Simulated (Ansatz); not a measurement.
## CS (carbon monosulfide): from total energies to a heat of formation

CS: 2 atoms, total charge 0, spin state singlet. SMILES: `[C-]#[S+]`. Geometry: the measured bond length.

```xyz
2

C     0.0000    0.0000    0.0000
S     0.0000    0.0000    1.5349
```

Total energies at PBE/cc-pVTZ (Ansatz 0.2.0); the atoms run unrestricted:

| species | state | energy (Eh) |
| --- | --- | --- |
| CS | singlet | -436.022423 |
| C | triplet | -37.794923 |
| S | triplet | -397.944070 |

Harmonic wavenumbers at wB97M-V/def2-TZVPD, in cm⁻¹: 1356.

Measured heats of formation of the gaseous atoms at 298.15 K, in kJ/mol: C 716.9, S 277.0. Spin-orbit lowering of the atoms at 298 K (mean of the ground term's levels less their thermal mean, from spectra), in kJ/mol: C 0.02, S 1.88. Take 1 Eh = 2625.50 kJ/mol, 1 cm⁻¹ = 0.0119627 kJ/mol, RT = 2.479 kJ/mol.

Problem. What heat of formation follows?

Solution. 
1. Electronic atomisation energy: (-37.794923) + (-397.944070) − (-436.022423) = 0.283430 Eh = 744.1 kJ/mol.
2. Zero-point energy: half the sum of the wavenumbers, 678 cm⁻¹ = 8.1 kJ/mol.
3. Thermal vibrational enthalpy, Σ hcν̃/(exp(hcν̃/kT) − 1): 0.0 kJ/mol. Translation, rotation and pV of a linear molecule: 3.5 RT = 8.7 kJ/mol.
4. The 2 free atoms carry 5/2 RT each: 12.4 kJ/mol.
5. Spin-orbit coupling lowers the free atoms by 0.02 + 1.88 = 1.9 kJ/mol.
6. Atomisation enthalpy at 298 K: 744.1 − 1.9 − 8.1 − 0.0 − 8.7 + 12.4 = 737.8 kJ/mol.
7. Sum of the atoms' heats of formation: 993.9 kJ/mol. Heat of formation: 993.9 − 737.8 = +256.1 kJ/mol.

The tabulated value is +280.3 kJ/mol (NIST-JANAF tables), so this level is off by -24.2 kJ/mol, or 3.4 % of the atomisation enthalpy. Gradient-corrected functionals often overbind somewhat. Anharmonicity and any spin-orbit splitting of the molecule are left out.
